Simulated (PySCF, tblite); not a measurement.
## Complex of hydrogen chloride and ammonia

A gas-phase complex of hydrogen chloride and ammonia; neutral, singlet. The structure comes from a short search (6 tight-binding starts) and was relaxed by PBE0-D3(BJ)/def2-TZVPD; another way of binding may lie lower. Frequencies by PBE0-D3(BJ)/def2-TZVPD show no clear imaginary mode.

| part | name | SMILES | atoms | charge | multiplicity |
| --- | --- | --- | --- | --- | --- |
| 1 | hydrogen chloride | Cl | 1–2 | 0 | 1 |
| 2 | ammonia | N | 3–6 | 0 | 1 |

```xyz
6

Cl    0.386    0.068    0.157
H    -0.695   -0.197   -0.622
N    -1.998   -0.515   -1.564
H    -2.262    0.301   -2.103
H    -1.795   -1.268   -2.212
H    -2.792   -0.792   -1.000
```
Atom numbers follow the order of the file, from 1.

```csv
contact,kind (by geometry),distance (Å),angle (°)
H2···N3,hydrogen bond,1.639,180
```

Interaction energies are complex less parts, with the parts frozen as they stand in it; counterpoise-corrected, in kcal/mol (PySCF). The CCSD(T) estimate is Hartree-Fock/aug-cc-pVQZ, plus the MP2 correlation part extrapolated as X⁻³ from aug-cc-pVTZ and aug-cc-pVQZ, plus CCSD(T) less MP2 in aug-cc-pVDZ; noble-gas cores are frozen. It isn't the exact limit.

```json
{"level": "Hartree-Fock/aug-cc-pVQZ", "interaction": "-6.04", "superposition error removed": "-"}
{"level": "wB97M-D3(BJ)/def2-TZVPD", "interaction": "-10.23", "superposition error removed": "-0.28"}
{"level": "PBE0-D3(BJ)/def2-TZVPD", "interaction": "-12.61", "superposition error removed": "-0.28"}
{"level": "MP2/aug-cc-pVQZ", "interaction": "-11.09", "superposition error removed": "-0.47"}
```

(1) What does CCSD(T) at its estimated basis limit give, and which of these levels comes nearest?

(2) What holds them together? Decompose the wB97M-D3(BJ)/def2-TZVPD energy: frozen parts, their antisymmetrised product, then relaxation.

The parts were also relaxed and run alone, at the levels used for the complex: vibrations by PBE0-D3(BJ)/def2-TZVPD; shieldings by PBE0/pcSseg-2; core levels by delta-SCF with SCAN, pcX-2 on the ionised atom and pcseg-1 elsewhere, spin-free X2C (2p3/2 is the spin-free 2p value less a third of a first-order spin-orbit splitting).

Values alone: Cl1–H2 bond (Å): 1.279; stretch carried by H2 (cm⁻¹, harmonic): 2998; its infrared intensity (km/mol): 47; shielding of H2 (ppm): 30.67; shielding of N3 (ppm): 263.7; shielding of Cl1 (ppm): 945.4; Cl1 2p3/2 core level (eV): 207.39; N3 1s core level (eV): 405.54.

(3) What does binding change?

(4) What are the binding energy from relaxed parts (wB97M-D3(BJ)/def2-TZVPD), and ΔH and ΔG of association at 298.15 K and 1 atm?

## Answers

(1) -9.94 kcal/mol. wB97M-D3(BJ)/def2-TZVPD is nearest, off by -0.29; the errors are Hartree-Fock/aug-cc-pVQZ +3.90, wB97M-D3(BJ)/def2-TZVPD -0.29, PBE0-D3(BJ)/def2-TZVPD -2.67, MP2/aug-cc-pVQZ -1.15.

(2) electrostatic -24.9, Pauli repulsion +35.6, orbital relaxation -20.1, dispersion correction -1.2 kcal/mol, which sum to the value before the counterpoise correction; the Pauli term holds the exchange-correlation of the frozen density too. Of the attraction, 54 % is electrostatic, 44 % is orbital relaxation, 3 % is dispersion correction.

(3) 
| property | alone | in the complex | change |
| --- | --- | --- | --- |
| Cl1–H2 bond (Å) | 1.279 | 1.359 | +0.080 |
| stretch carried by H2 (cm⁻¹, harmonic) | 2998 | 1977 | -1021 |
| its infrared intensity (km/mol) | 47 | 2681 |  |
| shielding of H2 (ppm) | 30.67 | 18.07 | -12.59 |
| shielding of N3 (ppm) | 263.7 | 235.7 | -27.9 |
| shielding of Cl1 (ppm) | 945.4 | 931.5 | -13.9 |
| Cl1 2p3/2 core level (eV) | 207.39 | 204.93 | -2.46 |
| N3 1s core level (eV) | 405.54 | 406.94 | +1.40 |

Density functionals tend to overstate the lengthening and the red shift of so strongly bound an X–H bond.

(4) -8.11 kcal/mol, -5.81 with zero-point energy; ΔH -6.9 and ΔG +1.2 kcal/mol, from harmonic vibrations by PBE0-D3(BJ)/def2-TZVPD with low modes damped.
